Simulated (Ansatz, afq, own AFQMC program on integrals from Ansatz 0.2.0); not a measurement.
Where AFQMC and coupled cluster stand for BN2H, triplet

| atom | x (Å) | y (Å) | z (Å) |
| --- | --- | --- | --- |
| B | 0.0000 | 0.0000 | -0.3168 |
| N | 0.0000 | 0.0000 | -2.5468 |
| N | 0.0000 | 0.0000 | 0.9351 |
| H | 0.0000 | 0.0000 | 1.9284 |

Connectivity, by distances: N ··· B–NH.

Basis cc-pVDZ. Noble-gas cores (and the filled d shells of Ga–Kr and In–Xe) are frozen. Ansatz 0.2.0 and our own AFQMC program on the same integrals; the CISD trial comes from CCSD amplitudes, and released means the phaseless constraint is let go. Error bars are statistical, one sigma.

Determinant: ROHF, the one that the program's search chose, which needn't be the lowest solution. The geometry is a point of a scan.

No full CI on the walks' own integrals is used here; CCSDT(Q) serves as the reference and is uncertain by about the last step of the cluster series.

Cautions: lower spins were not checked; higher spins were not checked; a spin-contaminated unrestricted determinant lies lower (UHF 1.30 eV lower, ⟨S²⟩ 2.77); strong correlation (T1 0.044, weight of the determinant 0.79, largest double 0.21); the released energies are still falling, so no released level is given (meV from the phaseless value at times in 1/Eh: -8 ± 7 at 0.24, -22 ± 7 at 0.51, -32 ± 8 at 0.99, -59 ± 11 at 1.62, -53 ± 15 at 2.40), though the last usable value meets CCSDT(Q) within the noise.

```
T1 diagnostic                               : 0.0435
weight of the determinant in the CISD state : 0.787
size of the correlated space                : 14 electrons in 44 orbitals
```

Reference: CCSDT(Q), correlation energy -11.311 eV.

```csv
level,E − E(reference) (kcal/mol),share of correlation (%)
HF,260.84,0.00
MP2,37.34,85.69
CCSD,12.66,95.15
CCSD(T),2.11,99.19
CCSDT,0.86,99.67
ph-AFQMC/CISD,1.25 ± 0.17,99.52
```

A walk keeps the symmetry of its determinant, which the program's search chose and which needn't be the lowest solution, so a lower state of the same spin and another symmetry isn't excluded.
